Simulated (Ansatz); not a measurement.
# C2H4B radical (SMILES [B]1CC1): one structure at several levels

How do the functionals fare away from a minimum? The structure is a structure displaced at random from a GFN2-xTB minimum.

The runs use Ansatz 0.2.0, Gaussian basis; single points in def2-TZVPP.

Cores are frozen in the correlated methods. Orbitals are unrestricted.

## (1) Starting geometry

SMILES `[B]1CC1`, 7 atoms, charge 0, spin multiplicity 2.

Atoms are counted from 1 here; the program's logs count them from 0.

Bond lengths: B1–C2 1.542 Å, B1–C3 1.496 Å, C2–C3 1.605 Å, C2–H4 1.363 Å, C2–H5 1.049 Å, C3–H6 1.158 Å, C3–H7 1.053 Å. Angles: C2–B1–C3 63.7°, B1–C2–C3 56.7°, B1–C2–H4 120.2°, B1–C2–H5 113.1°, C3–C2–H4 106.0°, C3–C2–H5 120.7°, H4–C2–H5 122.5°, B1–C3–C2 59.5°, B1–C3–H6 121.5°, B1–C3–H7 134.3°, C2–C3–H6 116.3°, C2–C3–H7 122.0°, H6–C3–H7 99.3°.

Coordinates:

```xyz
7

B     1.3218   -0.1051    0.1038
C    -0.0420   -0.8252    0.0856
C     0.1117    0.7713    0.0282
H    -0.6085   -1.1920   -1.0985
H    -0.2631   -1.3093    0.9893
H    -0.2688    1.3568    0.9517
H    -0.3315    1.3480   -0.7327
```

## (2) CCSD(T)/def2-TZVPP

run/in.yaml

```yaml
crystal:
  periodic: [false, false, false]
  atoms:
    - {symbol: B, position_ang: [1.321800, -0.105100, 0.103800]}
    - {symbol: C, position_ang: [-0.042000, -0.825200, 0.085600]}
    - {symbol: C, position_ang: [0.111700, 0.771300, 0.028200]}
    - {symbol: H, position_ang: [-0.608500, -1.192000, -1.098500]}
    - {symbol: H, position_ang: [-0.263100, -1.309300, 0.989300]}
    - {symbol: H, position_ang: [-0.268800, 1.356800, 0.951700]}
    - {symbol: H, position_ang: [-0.331500, 1.348000, -0.732700]}
basis:
  gaussian: {orbitals: def2-TZVPP}
magnetization: {spin_polarized: true, initial_magnetization: 1}
correlation: {method: ccsd_t}
scf: {omitted_lower_state_checks: [cluster_reference]}
output: {forces: true}
```

The command line of these runs was not kept.

## (3) PBE0-D4/def2-TZVPP

run/in.yaml: that of step 2 with these lines changed.

```diff
@@ -13,4 +13,3 @@
 magnetization: {spin_polarized: true, initial_magnetization: 1}
-correlation: {method: ccsd_t}
-scf: {omitted_lower_state_checks: [cluster_reference]}
-output: {forces: true}
+hamiltonian: {xc: pbe0, dispersion: d4}
+output: {forces: true, orbitals: {seedname: orbitals}}
```

## (4) wB97M-V/def2-TZVPP

run/in.yaml: that of step 3 with these lines changed.

```diff
@@ -13,3 +13,3 @@
 magnetization: {spin_polarized: true, initial_magnetization: 1}
-hamiltonian: {xc: pbe0, dispersion: d4}
-output: {forces: true, orbitals: {seedname: orbitals}}
+hamiltonian: {xc: {name: wB97M-V}}
+output: {forces: true}
```

## (5) r2SCAN-D4/def2-TZVPP

run/in.yaml: that of step 4 with these lines changed.

```diff
@@ -13,3 +13,3 @@
 magnetization: {spin_polarized: true, initial_magnetization: 1}
-hamiltonian: {xc: {name: wB97M-V}}
+hamiltonian: {xc: r2scan, dispersion: d4}
 output: {forces: true}
```

## (6) PBE-D4/def2-TZVPP

run/in.yaml: that of step 5 with these lines changed.

```diff
@@ -13,3 +13,3 @@
 magnetization: {spin_polarized: true, initial_magnetization: 1}
-hamiltonian: {xc: r2scan, dispersion: d4}
+hamiltonian: {xc: pbe, dispersion: d4}
 output: {forces: true}
```

## (7) CAM-B3LYP-D4/def2-TZVPP

run/in.yaml: that of step 6 with these lines changed.

```diff
@@ -13,3 +13,3 @@
 magnetization: {spin_polarized: true, initial_magnetization: 1}
-hamiltonian: {xc: pbe, dispersion: d4}
+hamiltonian: {xc: {name: CAM-B3LYP}, dispersion: d4}
 output: {forces: true}
```

## (8) r2SCAN0-D4/def2-TZVPP

run/in.yaml: that of step 7 with these lines changed.

```diff
@@ -13,3 +13,3 @@
 magnetization: {spin_polarized: true, initial_magnetization: 1}
-hamiltonian: {xc: {name: CAM-B3LYP}, dispersion: d4}
+hamiltonian: {xc: {name: r2SCAN0}, dispersion: d4}
 output: {forces: true}
```

(Steps that only read results are left out.)

**Question.** What will these runs give? Wanted: energy less free atoms, CCSD(T)/def2-TZVPP; RMS force component; RMS force error; HOMO and LUMO, PBE0-D4; T1 diagnostic.

As calculated:

| quantity | value |
| --- | --- |
| energy less free atoms, CCSD(T)/def2-TZVPP | -2390.7 kJ/mol |
| RMS force component | 1.791 to 1.892 eV/Å over the methods |
| RMS force error | PBE0-D4 0.243, wB97M-V 0.186, r2SCAN-D4 0.214, PBE-D4 0.238, CAM-B3LYP-D4 0.256, r2SCAN0-D4 0.265 eV/Å |
| HOMO and LUMO, PBE0-D4 | -6.20 and -1.96 eV |
| T1 diagnostic | 0.016 |

**Reading.** Against CCSD(T) the functionals' energies less atoms differ by -171.3 to -81.8 kJ/mol, PBE-D4 by -171.3 kJ/mol. The reference is not at the basis limit: in triple zeta CCSD(T) underbinds, which counts against methods that bind more; the gaps are no ranking. The forces of wB97M-V come nearest to CCSD(T), those of r2SCAN0-D4 are farthest. Frozen-core CCSD(T) forces in triple zeta carry basis errors of their own, and this is one geometry, so small gaps rank nothing.
